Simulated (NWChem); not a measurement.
All runs are NWChem calculations. System: C (+1), charge 1, spin multiplicity 2. Its SCF solution wasn't tested for a lower state. Level: UHF/def2-TZVP.

Job file:

```
start mol
memory heap 200 mb stack 900 mb global 1100 mb
charge 1
geometry units angstroms nocenter noautoz
  C      0.000000     0.000000     0.000000
  symmetry group D2h
end
basis spherical
  * library def2-tzvp
end
scf
  uhf
  nopen 1
  maxiter 100
  thresh 1e-7
  semidirect memsize 60000000 filesize 0
  # guess.movecs holds the orbitals of an unrestricted PBE0 run
  vectors input guess.movecs output mol.movecs
end
task scf energy
```

NWChem printed:

```
             Northwest Computational Chemistry Package (NWChem) 7.3.0
             --------------------------------------------------------

                                NWChem Input Module
                                -------------------

 Scaling coordinates for geometry "geometry" by  1.889725989
 (inverse scale =  0.529177249)

                             Geometry "geometry" -> ""
                             -------------------------

 Output coordinates in angstroms (scale by  1.889725989 to convert to a.u.)

  No.       Tag          Charge          X              Y              Z
 ---- ---------------- ---------- -------------- -------------- --------------
    1 C                    6.0000     0.00000000     0.00000000     0.00000000

 Effective nuclear repulsion energy (a.u.)       0.0000000000

            Nuclear Dipole moment (a.u.)
            ----------------------------
        X                 Y               Z
 ---------------- ---------------- ----------------
     0.0000000000     0.0000000000     0.0000000000

      Symmetry information
      --------------------

 Group name             D2h
 Group number             26
 Group order               8
 No. of unique centers     1

      Symmetry unique atoms

     1


 Summary of "ao basis" -> "" (spherical)
 ------------------------------------------------------------------------------
       Tag                 Description            Shells   Functions and Types
 ---------------- ------------------------------  ------  ---------------------
 *                         def2-tzvp                  on all atoms

 Summary of "ao basis" -> "ao basis" (spherical)
 ------------------------------------------------------------------------------
       Tag                 Description            Shells   Functions and Types
 ---------------- ------------------------------  ------  ---------------------
 C                         def2-tzvp                11       31   5s3p2d1f

                                 NWChem SCF Module
                                 -----------------

  ao basis        = "ao basis"
  functions       =    31
  atoms           =     1
  alpha electrons =     3
  beta  electrons =     2
  charge          =   1.00
  wavefunction    = UHF
  use symmetry    = T
  symmetry adapt  = T

 Summary of "ao basis" -> "ao basis" (spherical)
 ------------------------------------------------------------------------------
       Tag                 Description            Shells   Functions and Types
 ---------------- ------------------------------  ------  ---------------------
 C                         def2-tzvp                11       31   5s3p2d1f

      Symmetry analysis of basis
      --------------------------

        ag          9
        au          1
        b1g         2
        b1u         5
        b2g         2
        b2u         5
        b3g         2
        b3u         5

 Forming initial guess at       0.0s

   Symmetry analysis of molecular orbitals - initial alpha
   -------------------------------------------------------

  Numbering of irreducible representations:

     1 ag          2 au          3 b1g         4 b1u         5 b2g
     6 b2u         7 b3g         8 b3u

  Orbital symmetries:

     1 ag          2 ag          3 b2u         4 b3u         5 b1u
     6 ag          7 b2u         8 b3u         9 b1u        10 b3g
    11 b1g        12 ag         13 ag

   Symmetry analysis of molecular orbitals - initial beta
   ------------------------------------------------------

  Numbering of irreducible representations:

     1 ag          2 au          3 b1g         4 b1u         5 b2g
     6 b2u         7 b3g         8 b3u

  Orbital symmetries:

     1 ag          2 ag          3 b3u         4 b1u         5 b2u
     6 ag          7 b1u         8 b3u         9 b2u        10 ag
    11 b2g        12 b1g        13 b3g

 Starting SCF solution at       0.1s

 ----------------------------------------------
         Quadratically convergent UHF

 Convergence threshold     :          1.000E-07
 Maximum no. of iterations :          100
 Integral*density screening:          1.000E-09
 ----------------------------------------------

              iter       energy          gnorm     gmax       time
             ----- ------------------- --------- --------- --------
                 1      -37.2937749024  2.14D-01  1.08D-01      0.1
                 2      -37.2954590642  2.24D-02  1.45D-02      0.1
                 3      -37.2955408167  7.14D-05  3.81D-05      0.1
                 4      -37.2955408175  1.81D-09  7.93D-10      0.1

       Final UHF  results
       ------------------

         Total SCF energy =    -37.295540817473
      One electron energy =    -47.570876100549
      Two electron energy =     10.275335283077
 Nuclear repulsion energy =      0.000000000000

                       Sz =      0.5000
                 Sz(Sz+1) =      0.7500
                      S^2 =      0.7566

        Time for solution =      0.1s

       Symmetry analysis of molecular orbitals - alpha
       -----------------------------------------------

  Numbering of irreducible representations:

     1 ag          2 au          3 b1g         4 b1u         5 b2g
     6 b2u         7 b3g         8 b3u

  Orbital symmetries:

     1 ag          2 ag          3 b2u         4 b1u         5 b3u
     6 ag          7 b2u         8 b1u         9 b3u        10 ag
    11 b1g        12 b3g        13 ag

       Symmetry analysis of molecular orbitals - beta
       ----------------------------------------------

  Numbering of irreducible representations:

     1 ag          2 au          3 b1g         4 b1u         5 b2g
     6 b2u         7 b3g         8 b3u

  Orbital symmetries:

     1 ag          2 ag          3 b3u         4 b1u         5 b2u
     6 ag          7 b3u         8 b1u         9 b2u        10 ag
    11 b2g        12 b1g        13 b3g

          Final alpha eigenvalues
          -----------------------

              1
    1  -11.9127
    2   -1.2237
    3   -0.9142
    4   -0.3623
    5   -0.3623
    6   -0.0345
    7    0.0382
    8    0.0711
    9    0.0711
   10    0.4693
   11    0.4730
   12    0.4730
   13    0.4879

          Final beta eigenvalues
          ----------------------

              1
    1  -11.8823
    2   -1.0873
    3   -0.3402
    4   -0.3402
    5   -0.2731
    6   -0.0225
    7    0.0789
    8    0.0789
    9    0.1104
   10    0.4910
   11    0.4910
   12    0.5258
   13    0.5258

                    UHF Final Alpha Molecular Orbital Analysis
                    ------------------------------------------

 Vector    2  Occ=1.000000D+00  E=-1.223707D+00  Symmetry=ag
              MO Center=  4.1D-18, -5.1D-18,  4.3D-18, r^2= 7.1D-01
   Bfn.  Coefficient  Atom+Function         Bfn.  Coefficient  Atom+Function
  ----- ------------  ---------------      ----- ------------  ---------------
     4      0.546367  1 C  s                  3      0.516534  1 C  s
     2     -0.268566  1 C  s

 Vector    3  Occ=1.000000D+00  E=-9.141511D-01  Symmetry=b2u
              MO Center= -2.8D-36,  9.4D-19, -2.7D-36, r^2= 7.5D-01
   Bfn.  Coefficient  Atom+Function         Bfn.  Coefficient  Atom+Function
  ----- ------------  ---------------      ----- ------------  ---------------
     7      0.567921  1 C  py                10      0.482689  1 C  py

 Vector    4  Occ=0.000000D+00  E=-3.622873D-01  Symmetry=b1u
              MO Center=  5.7D-18, -9.1D-32, -3.2D-16, r^2= 1.2D+00
   Bfn.  Coefficient  Atom+Function         Bfn.  Coefficient  Atom+Function
  ----- ------------  ---------------      ----- ------------  ---------------
    11      0.449959  1 C  pz                 8      0.430856  1 C  pz
    14      0.313037  1 C  pz

 Vector    5  Occ=0.000000D+00  E=-3.622873D-01  Symmetry=b3u
              MO Center= -5.9D-16,  3.4D-31,  3.0D-17, r^2= 1.2D+00
   Bfn.  Coefficient  Atom+Function         Bfn.  Coefficient  Atom+Function
  ----- ------------  ---------------      ----- ------------  ---------------
     9      0.449959  1 C  px                 6      0.430856  1 C  px
    12      0.313037  1 C  px

 Vector    6  Occ=0.000000D+00  E=-3.453774D-02  Symmetry=ag
              MO Center=  8.2D-15, -6.0D-14,  3.7D-15, r^2= 4.0D+00
   Bfn.  Coefficient  Atom+Function         Bfn.  Coefficient  Atom+Function
  ----- ------------  ---------------      ----- ------------  ---------------
     5      2.036732  1 C  s                  4     -1.695062  1 C  s

                     UHF Final Beta Molecular Orbital Analysis
                     -----------------------------------------

 Vector    2  Occ=1.000000D+00  E=-1.087324D+00  Symmetry=ag
              MO Center=  2.3D-36, -5.4D-36, -3.5D-35, r^2= 7.5D-01
   Bfn.  Coefficient  Atom+Function         Bfn.  Coefficient  Atom+Function
  ----- ------------  ---------------      ----- ------------  ---------------
     4      0.557157  1 C  s                  3      0.474301  1 C  s
     2     -0.257803  1 C  s

 Vector    3  Occ=0.000000D+00  E=-3.402044D-01  Symmetry=b3u
              MO Center= -5.1D-20,  6.0D-24,  1.9D-19, r^2= 1.3D+00
   Bfn.  Coefficient  Atom+Function         Bfn.  Coefficient  Atom+Function
  ----- ------------  ---------------      ----- ------------  ---------------
     9      0.436119  1 C  px                 6      0.415927  1 C  px
    12      0.345754  1 C  px

 Vector    4  Occ=0.000000D+00  E=-3.402044D-01  Symmetry=b1u
              MO Center=  1.3D-19,  2.5D-24,  2.4D-18, r^2= 1.3D+00
   Bfn.  Coefficient  Atom+Function         Bfn.  Coefficient  Atom+Function
  ----- ------------  ---------------      ----- ------------  ---------------
    11      0.436119  1 C  pz                 8      0.415927  1 C  pz
    14      0.345754  1 C  pz

 Vector    5  Occ=0.000000D+00  E=-2.730892D-01  Symmetry=b2u
              MO Center=  9.3D-17, -4.5D-16,  2.1D-16, r^2= 1.5D+00
   Bfn.  Coefficient  Atom+Function         Bfn.  Coefficient  Atom+Function
  ----- ------------  ---------------      ----- ------------  ---------------
    13      0.434425  1 C  py                 7      0.388065  1 C  py
    10      0.384394  1 C  py

 center of mass
 --------------
 x =   0.00000000 y =   0.00000000 z =   0.00000000

 moments of inertia (a.u.)
 ------------------
           0.000000000000           0.000000000000           0.000000000000
           0.000000000000           0.000000000000           0.000000000000
           0.000000000000           0.000000000000           0.000000000000

  Mulliken analysis of the total density
  --------------------------------------

    Atom       Charge   Shell Charges
 -----------   ------   -------------------------------------------------------
    1 C    6     5.00   0.87  1.10  0.86  1.05  0.12  0.51  0.44  0.06  0.00  0.00  0.00

  Mulliken analysis of the alpha density
  --------------------------------------

    Atom       Charge   Shell Charges
 -----------   ------   -------------------------------------------------------
    1 C    6     3.00   0.43  0.55  0.45  0.52  0.05  0.51  0.44  0.06  0.00  0.00  0.00

   Mulliken analysis of the beta density
   -------------------------------------

    Atom       Charge   Shell Charges
 -----------   ------   -------------------------------------------------------
    1 C    6     2.00   0.43  0.55  0.41  0.53  0.07  0.00  0.00  0.00  0.00  0.00  0.00

   Mulliken analysis of the spin density
   -------------------------------------

    Atom       Charge   Shell Charges
 -----------   ------   -------------------------------------------------------
    1 C    6     1.00  -0.00 -0.00  0.04 -0.01 -0.03  0.51  0.44  0.06  0.00  0.00  0.00

       Multipole analysis of the density wrt the origin
       ------------------------------------------------

     L   x y z        total         alpha         beta         nuclear
     -   - - -        -----         -----         ----         -------
     0   0 0 0      1.000000     -3.000000     -2.000000      6.000000

     1   1 0 0     -0.000000     -0.000000     -0.000000      0.000000
     1   0 1 0      0.000000      0.000000      0.000000      0.000000
     1   0 0 1     -0.000000     -0.000000      0.000000      0.000000

     2   2 0 0     -2.323163     -1.369736     -0.953427      0.000000
     2   1 1 0      0.000000      0.000000      0.000000      0.000000
     2   1 0 1     -0.000000     -0.000000      0.000000      0.000000
     2   0 2 0     -3.411148     -2.549504     -0.861644      0.000000
     2   0 1 1      0.000000      0.000000     -0.000000      0.000000
     2   0 0 2     -2.323163     -1.369736     -0.953427      0.000000

 Task  times  cpu:        0.2s     wall:        0.2s

 Total times  cpu:        0.2s     wall:        0.2s
```
